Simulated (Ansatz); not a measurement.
System: methane, CH₄, net charge 0, singlet state. 
Structure (B3LYP-D3(BJ)/def2-TZVP (Ansatz, a program for electronic structure) minimum search):
SMILES: C
```xyz
5

C      0.0000     0.0000     0.0000
H      0.6205     0.6269     0.6390
H     -0.6429    -0.6249     0.6185
H      0.6369    -0.6328    -0.6166
H     -0.6146     0.6308    -0.6409
```
Charge 0, spin multiplicity 1.

Basis-set convergence of Hartree-Fock and CCSD(T) correlation energies (hartree) with Ansatz. Cores are frozen in the correlated levels unless marked. Spin-orbit coupling is left out. Non-relativistic.

| basis | functions | E(HF) | E(corr, CCSD(T)) |
|---|---|---|---|
| def2-SVPD | 52 | -40.16989 | -0.19602 |
| def2-TZVPPD | 105 | -40.21444 | -0.22497 |
| def2-QZVPPD | 195 | -40.21666 | -0.23447 |

Extrapolating the two largest sets (X = 3 and 4) as X^-3: E(corr) = (64·(-0.23447) - 27·(-0.22497))/37 = -0.2414 Eh, an estimate of the basis-set limit. The largest set recovers 97.1 % of it, the smallest 81.2 %.
